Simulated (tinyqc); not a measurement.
A ladder of methods, and size consistency: correlation methods against full CI in the sto-3g basis, for HF, spin multiplicity 1. Computed by the program tinyqc with PySCF. All electrons correlated; +Q is the Davidson correction (1 - c0^2) E_corr. The last columns treat two copies 100 angstrom apart as one system. FCI is the lowest singlet.

Geometry (angstrom):

| atom | x | y | z |
|---|---|---|---|
| F | 0.0000 | 0.0000 | 0.0000 |
| H | 0.0000 | 0.0000 | 1.1270 |

RHF energy of one = -98.545107 hartree

Correlation energies (hartree):

| method | E_corr of one | share of FCI (%) | E_corr of two at 100 angstrom | two minus twice one (mhartree) |
|---|---|---|---|---|
| MP2 | -0.028348 | 61.5940 | -0.056696 | 0.0000 |
| CISD | -0.046024 | 100.0000 | -0.088815 | 3.2325 |
| CISD+Q | -0.047762 | 103.7760 | -0.094836 | 0.6878 |
| CCSD | -0.046024 | 100.0000 | -0.092048 | 0.0000 |
| CCSD(T) | -0.046024 | 100.0000 | -0.092048 | 0.0000 |
| FCI | -0.046024 | 100.0000 | - | - |

What does the comparison show, and why?

MP2 recovers 62 %, CISD 100.0 % and CCSD 100.0 % of the FCI value (c0^2 = 0.962 in CISD). MP2 and coupled cluster are size consistent, so their last column vanishes; CISD loses 3.23 mhartree, since a double excitation on each copy is a quadruple of the pair, and the Davidson correction leaves +0.69. With two electrons, or one virtual orbital, CISD and CCSD are exact for one copy, so +Q overshoots there.
